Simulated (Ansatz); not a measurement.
**BH₃, triplet: the ladder up to full CI**

Geometry: a point of a stretch scan, not a stationary point.

```xyz
4

B    -0.1797    0.0000    0.0050
H     0.2466    0.5391   -1.0760
H     1.4346   -0.0001    2.0989
H     0.2465   -0.5391   -1.0760
```

Basis cc-pVDZ; Ansatz 0.2.0. Only valence electrons are correlated (noble-gas cores frozen), which leaves 6 electrons in 28 orbitals. Prefix R: restricted or restricted open-shell reference; prefix U: unrestricted. Active spaces: pair = (4e, 4o) about the gap; valence = (6e, 7o) chosen from the atoms' valence shells.

Full CI is exact within this basis and frozen core; it isn't the basis-set limit. The frozen core follows each run's orbitals, which can shift R against U totals by a few meV.

Unrestricted rows (U) aren't spin-pure: their determinants' ⟨S²⟩ exceeds S(S+1) by up to 0.89, so they mix in states of higher spin. HF rows are the lowest solutions found. Coupled cluster chose its determinant by trial CCSD, here up to 0.04 eV above the lowest Hartree–Fock solution of its kind, and MP2 stands on that determinant too. For open shells CISD is restricted-active-space CI with the open shells as a complete middle space.

```
UHF ⟨S²⟩                            : 2.889
⟨S²⟩ of the determinant under UCCSD : 2.488
T1 diagnostic (RCCSD)               : 0.0810
largest doubles amplitude (RCCSD)   : 0.165
T1 diagnostic (UCCSD)               : 0.0706
```

```tsv
level	E − E(full CI) (kJ/mol)	share of correlation (%)	wall time
RHF	314.5	0.00	–
UHF	264.7	15.85	0.15 s
RMP2	98.8	68.58	–
UMP2	92.7	70.53	–
CISD	29.0	90.76	0.33 s
RCCSD	15.3	95.13	–
UCCSD	14.8	95.30	–
RCCSD(T)	6.1	98.06	0.81 s
UCCSD(T)	6.2	98.02	1.4 s
BCCD(T)	5.9	98.11	0.99 s
RCCSDT	0.6	99.81	–
UCCSDT	0.6	99.80	–
RCCSDT(Q)	0.1	99.97	3.8 s
UCCSDT(Q)	0.1	99.97	4.5 s
CASSCF (pair space)	235.5	25.11	–
NEVPT2 (pair space)	66.1	78.99	0.21 s
MRCISD (pair space)	18.3	94.18	–
MRCISD+Q (pair space)	7.0	97.77	0.39 s
CASSCF (valence space)	153.5	51.19	–
NEVPT2 (valence space)	42.2	86.59	0.63 s
MRCISD (valence space)	7.0	97.76	–
MRCISD+Q (valence space)	2.3	99.26	1.1 s
```

The correlation energy at full CI, counted from RHF, is -3.260 eV. That run took 22 s on 1 thread of Arm Neoverse V2, shared host over 5,365,800 determinants.

Times hold each run's SCF and search for its determinant on a shared host, so for small cases they say little of a method's own cost; they ran on 1 thread of Arm Neoverse V2.

The full-CI state has the irrep A'' of Cs, in the program's axes.

Natural occupations of full CI about the gap: 1.956 1.752 0.998 0.990 0.207 0.029 0.022 0.008 0.007 0.006; effectively unpaired electrons, Σ n²(2−n)², 2.34.
